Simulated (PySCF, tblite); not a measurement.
# C3H4ClS radical: geometry, infrared bands and EPR parameters

Aim: predict the infrared bands and EPR parameters of C3H4ClS radical (`[CH2]SC(=C)Cl`).

Computed with tblite 0.8.0 and PySCF 2.14.0, with density-fitted response routines of our own, on a single molecule in the gas phase. Atoms count from 0, in the outputs and in this text.

## 1. The molecule as given

9 atoms, charge 0, multiplicity 2; geometry from: force field or distance geometry start.

Bonds of the start (Å): C0–S1 1.72, S1–C2 1.71, C2–C3 1.35, C2–Cl4 1.73, C0–H5 1.07, C0–H6 1.09, C3–H7 1.10, C3–H8 1.07.

## 2. Optimising the geometry with GFN2-xTB

What the job is given:

```
{"job": {"kind": "relax", "xc": "GFN2-xTB", "basis": "xTB"}, "charge": 0, "multiplicity": 2}
C      1.844600     0.395100     0.091800
S      0.813900    -0.759700     0.849000
C     -0.558500    -0.595200    -0.158300
C     -1.657200     0.080000     0.231600
Cl    -0.547200    -1.347700    -1.710800
H      2.834600     0.549000     0.469600
H      1.509800     0.979600    -0.768000
H     -1.702500     0.546200     1.221400
H     -2.524000     0.158600    -0.397100
```

Run with:

```bash
OMP_NUM_THREADS=1 python probes_run.py task.json out
```

One launch serves the whole session: the jobs run in the order shown.

Log:

```text
step      E/eV     max force
  0    -439.14961    2.595
  1    -439.22444    1.628
  2    -439.24708    0.303
  3    -439.25069    0.211
  4    -439.25421    0.178
  5    -439.25659    0.134
  6    -439.25778    0.105
  7    -439.25853    0.068
  8    -439.25922    0.101
  9    -439.26024    0.130
 10    -439.26173    0.134
 11    -439.26346    0.127
 12    -439.26483    0.120
 13    -439.26589    0.113
 14    -439.26727    0.120
 15    -439.26981    0.184
 16    -439.27372    0.272
 17    -439.27785    0.287
 18    -439.28310    0.240
 19    -439.28796    0.219
 20    -439.29274    0.229
 21    -439.29881    0.237
 22    -439.30465    0.213
 23    -439.30462    0.325
 24    -439.31093    0.209
 25    -439.31328    0.166
 26    -439.32097    0.168
 27    -439.32340    0.128
 28    -439.32509    0.102
 29    -439.32587    0.114
 30    -439.32754    0.130
 31    -439.33007    0.177
 32    -439.33347    0.196
 33    -439.33623    0.148
 34    -439.33817    0.130
 35    -439.33994    0.125
 36    -439.34168    0.135
 37    -439.34284    0.087
 38    -439.34360    0.105
 39    -439.34428    0.088
 40    -439.34573    0.148
 41    -439.34790    0.214
 42    -439.35246    0.247
 43    -439.35736    0.232
 44    -439.36053    0.228
 45    -439.36327    0.196
 46    -439.36568    0.321
 47    -439.36822    0.250
 48    -439.37101    0.194
 49    -439.37440    0.129
 50    -439.37595    0.146
 51    -439.37789    0.174
 52    -439.37928    0.140
 53    -439.38065    0.103
 54    -439.38175    0.077
 55    -439.38250    0.099
 56    -439.38284    0.108
 57    -439.38338    0.076
 58    -439.38375    0.070
 59    -439.38439    0.066
 60    -439.38499    0.082
 61    -439.38578    0.083
 62    -439.38632    0.069
 63    -439.38676    0.099
 64    -439.38711    0.061
 65    -439.38746    0.084
 66    -439.38779    0.060
 67    -439.38803    0.053
 68    -439.38820    0.035
 69    -439.38840    0.050
 70    -439.38852    0.053
 71    -439.38861    0.025
 72    -439.38865    0.019
 73    -439.38870    0.020
 74    -439.38880    0.031
 75    -439.38889    0.035
 76    -439.38894    0.019
 77    -439.38896    0.006
```

The steps of the relaxation: (not every step is listed)

```csv
step,energy from step 0 (eV),largest force (eV/Å)
0,0.0000,2.5946
1,-0.0748,1.6284
2,-0.0975,0.3034
3,-0.1011,0.2109
4,-0.1046,0.1783
5,-0.1070,0.1344
6,-0.1082,0.1054
7,-0.1089,0.0677
8,-0.1096,0.1012
14,-0.1177,0.1204
20,-0.1431,0.2289
26,-0.1714,0.1679
32,-0.1839,0.1962
38,-0.1940,0.1053
44,-0.2109,0.2284
50,-0.2263,0.1459
56,-0.2332,0.1085
62,-0.2367,0.0685
68,-0.2386,0.0349
72,-0.2390,0.0187
73,-0.2391,0.0201
74,-0.2392,0.0314
75,-0.2393,0.0346
76,-0.2393,0.0193
77,-0.2394,0.0064
```

Distances of close pairs at the start and the end, largest changes first:

```csv
bond,before (Å),after (Å),change (Å)
S1–C2,1.710,1.768,+0.057
C0–S1,1.723,1.691,-0.032
C0–H6,1.092,1.070,-0.023
C3–H7,1.095,1.075,-0.021
C2–C3,1.347,1.331,-0.017
C0–H5,1.071,1.070,-0.001
C2–Cl4,1.725,1.724,-0.001
C3–H8,1.074,1.074,+0.000
```

The end geometry stands in the next job.

## 3. Infrared spectrum with GFN2-xTB

What the job is given:

```
{"job": {"kind": "ir", "xc": "GFN2-xTB", "basis": "xTB"}, "charge": 0, "multiplicity": 2}
C      2.076537     0.166854    -0.019282
S      0.688468     0.210843     0.945460
C     -0.666679    -0.143486    -0.132623
C     -1.913571    -0.111949     0.330646
Cl    -0.328707    -0.508075    -1.783570
H      3.003480     0.286282     0.500923
H      2.009358     0.305709    -1.077780
H     -2.096643     0.124799     1.362662
H     -2.758682    -0.324983    -0.297139
```

Log:

```text
mode    cm-1     km/mol
  1      40.6      1.24
  2     182.4      2.95
  3     237.2      1.35
  4     324.9      2.43
  5     336.7      4.47
  6     367.2     47.42
  7     409.1      1.88
  8     562.9      2.02
  9     640.5      0.05
 10     733.7      9.02
 11     823.7     34.61
 12     885.4     12.22
 13     910.0      6.76
 14    1046.7     42.53
 15    1310.4      9.01
 16    1354.0      1.51
 17    1594.5     75.82
 18    3123.9      5.82
 19    3143.2      1.11
 20    3161.6      6.91
 21    3205.4      5.44
```

Which atoms move in the most intense modes:

```csv
cm⁻¹,km/mol,atoms
367,47.4,"H5 57 %, H6 20 %, C0 16 %"
734,9.0,"C2 51 %, H7 12 %, H8 11 %"
824,34.6,"H7 41 %, H8 37 %, C3 22 %"
885,12.2,"H5 39 %, C0 29 %, H6 16 %, S1 13 %"
1047,42.5,"C2 31 %, H7 24 %, H8 24 %, C3 18 %"
1310,9.0,"H5 46 %, H6 43 %, C0 11 %"
1594,75.8,"C3 47 %, C2 46 %"
3162,6.9,"H8 49 %, H7 41 %, C3 10 %"
```

## 4. EPR parameters: B3LYP/pcH-1

The job, as its differences from that of step 3:

```diff
@@ -1,2 +1,2 @@
-{"job": {"kind": "ir", "xc": "GFN2-xTB", "basis": "xTB"}, "charge": 0, "multiplicity": 2}
+{"job": {"kind": "epr", "basis": "pcH-1"}, "charge": 0, "multiplicity": 2}
 C      2.076537     0.166854    -0.019282
```

Method: UKS B3LYP, pcH-1 on C Cl H S, non-relativistic, mean-field spin-orbit, GIAO.

Log:

```text
UKS, coarse grid
  cycle   1  E = -974.99830736  |g| = 3.29e-01
  cycle   2  E = -974.93169969  |g| = 4.76e-01
  cycle   3  E = -975.03992881  |g| = 8.73e-02
  cycle   4  E = -975.04332672  |g| = 3.93e-02
  cycle   5  E = -975.04409931  |g| = 1.11e-02
  cycle   6  E = -975.04417087  |g| = 3.39e-03
  cycle   7  E = -975.04418047  |g| = 2.26e-03
  cycle   8  E = -975.04418535  |g| = 9.26e-04
UKS, final grid
  cycle   1  E = -975.04419140  |g| = 1.37e-03
  cycle   2  E = -975.04418945  |g| = 2.34e-03
  cycle   3  E = -975.04419255  |g| = 1.76e-04
  cycle   4  E = -975.04419258  |g| = 1.10e-04
  cycle   5  E = -975.04419261  |g| = 7.67e-05
  cycle   6  E = -975.04419262  |g| = 2.64e-05
E = -975.04419262 Eh   <S^2> = 0.7577 (exact 0.7500)
g shifts (ppm)      1          2          3
  rmc          -163       -163       -163
  gc             22         27         28
  oz_so         -64        748       5635
  total        -205        612       5500
hyperfine (MHz)  atom isotope    a_iso     a_fc   dipolar eigenvalues
    0   13C      99.19      98.92    -69.11    -68.45    137.56
    1   33S       6.62       7.02    -22.84    -18.67     41.51
    2   13C      -4.62      -4.55    -10.67      3.85      6.83
    3   13C      11.46      11.49    -11.59    -10.83     22.42
    4  35Cl      -0.90      -0.92     -2.70      0.75      1.96
    5    1H     -52.57     -52.67    -32.66     -1.27     33.93
    6    1H     -43.04     -43.14    -32.46     -0.97     33.43
    7    1H      -9.02      -9.02     -3.16     -1.20      4.36
    8    1H     -10.34     -10.34     -5.76     -0.48      6.25
```

Wall time 77 s (1 thread, shared host).

Principal g values 2.00211, 2.00293, 2.00782; g(iso) = 2.00429, against 2.00232 for a free electron.

Hyperfine couplings; where a row names several nuclei, a(iso) is their mean (it holds for fast rotation or exchange) and the dipolar term the largest among them:

```csv
nuclei,isotope,a(iso) (MHz),"a(iso) (G, at g = 2.0023)",largest dipolar term (MHz)
C0,13C,99.2,35.4,137.6
"H5, H6",1H,-47.8,-17.1,33.9
C3,13C,11.5,4.1,22.4
H8,1H,-10.3,-3.7,6.2
H7,1H,-9.0,-3.2,4.4
S1,33S,6.6,2.4,41.5
C2,13C,-4.6,-1.6,-10.7
Cl4,35Cl,-0.9,-0.3,-2.7
```

Mulliken spin populations:

```csv
atom,value (e)
C0,0.85
S1,0.15
C2,-0.06
C3,0.14
Cl4,0.00
H5,-0.04
H6,-0.03
H7,-0.01
H8,-0.01
```

In first order the couplings over 0.8 MHz of 1H, 35Cl give 48 distinct lines over 42.0 G, if the averaged nuclei exchange fast.

Orbitals, density, ELF and potential are computed afterwards from the orbital file.

ELF in a plane through or near 9 of the atoms.

Values, 10 rows by 14 columns:
```
0.00 0.00 0.00 0.00 0.00 0.00 0.00 0.00 0.00 0.00 0.00 0.00 0.00 0.00
0.00 0.00 0.00 0.00 0.00 0.00 0.02 0.01 0.00 0.00 0.00 0.00 0.00 0.00
0.00 0.00 0.00 0.00 0.01 0.33 0.80 0.61 0.01 0.32 0.43 0.00 0.00 0.00
0.00 0.00 0.34 0.83 0.06 0.54 0.62 0.80 0.02 0.99 0.99 0.16 0.00 0.00
0.00 0.01 0.88 1.00 0.56 0.88 0.40 0.81 0.45 0.52 0.71 0.08 0.00 0.00
0.00 0.00 0.09 0.43 0.37 0.59 0.21 0.61 0.32 0.40 0.99 0.96 0.02 0.00
0.00 0.00 0.00 0.48 0.98 0.27 0.72 0.53 0.61 0.04 0.84 0.91 0.00 0.00
0.00 0.00 0.00 0.03 0.04 0.12 0.90 0.33 0.90 0.37 0.00 0.00 0.00 0.00
0.00 0.00 0.00 0.00 0.00 0.07 0.41 0.60 0.66 0.25 0.00 0.00 0.00 0.00
0.00 0.00 0.00 0.00 0.00 0.00 0.00 0.01 0.02 0.00 0.00 0.00 0.00 0.00
```
The map spans 11.1 Å across and 8.9 Å up, centred on the molecule. Atoms in the plane (x, y in Å): C0 (-2.1, 0.1), S1 (-0.6, 1.0), C2 (0.7, -0.2), C3 (1.9, 0.2), Cl4 (0.2, -1.8), H5 (-3.0, 0.7), H6 (-2.1, -0.9), H7 (2.2, 1.3), H8 (2.8, -0.5).

log10 of the density (e/Å³) in the same plane.

Ten even steps from ' ' (-4.0) to '@' (1.9):
```
                                                        
                                                        
                    ....::......                        
              ....::----------::::..........            
          ....::::--==========------------::..          
        ..::------==++++**++++==--========--::..        
      ..::--======++++**##****++==++****++==--..        
    ..::--++++**++++**##@@##**++++**####**==--::..      
    ..::==++############%%##********####**++==::..      
    ..::==++**##@@@@##******########@@##**++==--....    
    ..::--==++**####**++++**##@@##########**++--::..    
      ..::--++**####**++++****##********##**==--::..    
        ::--==++****++++**######**++====++==--::..      
        ..::--========++**##@@%%**++====----::..        
          ..::------==++**##%%##**++==--::::..          
            ....::::--==++********++==--::..            
                ..::--====++++++++==--::..              
                    ..::------------::..                
                      ....::::::::..                    
                              ..                        
```
The map spans 11.1 Å across and 8.9 Å up, centred on the molecule. Atoms in the plane (x, y in Å): C0 (-2.1, 0.1), S1 (-0.6, 1.0), C2 (0.7, -0.2), C3 (1.9, 0.2), Cl4 (0.2, -1.8), H5 (-3.0, 0.7), H6 (-2.1, -0.9), H7 (2.2, 1.3), H8 (2.8, -0.5).

On the surface of density 0.002 e/bohr³ the electrostatic potential runs, from the 1st to the 99th percentile, from -0.62 V near C0 to 1.09 V near H7.

The spin density lies nearest to C0 50 %; S1 19 %; H5, H6 about 8 % each; C3 8 %.

## 5. What came out

```
                                 quantity                 value
strongest single infrared mode (GFN2-xTB)  1594 cm⁻¹, 76 km/mol
             zero-point energy (GFN2-xTB)         34.9 kcal/mol
                           g(iso) (B3LYP)               2.00429
                                     ⟨S²⟩    0.758 (exact 0.75)
       largest a(iso) (averaged by class)   13C on C0, 99.2 MHz
    surface potential, 1st and 99th percentile    -0.62 V and 1.09 V
```

**Reading.** The optimisation took 77 steps and gained 0.239 eV; among the close pairs (by a distance rule), S1–C2 changed most, from 1.710 to 1.768 Å. No mode is imaginary among the 21: a minimum at this level. The strongest single mode, at 1594 cm⁻¹, moves mainly C3 and C2. GFN2-xTB is a fitted tight-binding method: band positions and strengths are rough. Its intensities can rank the bands wrongly. C0 carries the largest spin population, 0.85 e. The isotropic g lies 2.0 ppt above the free-electron value.
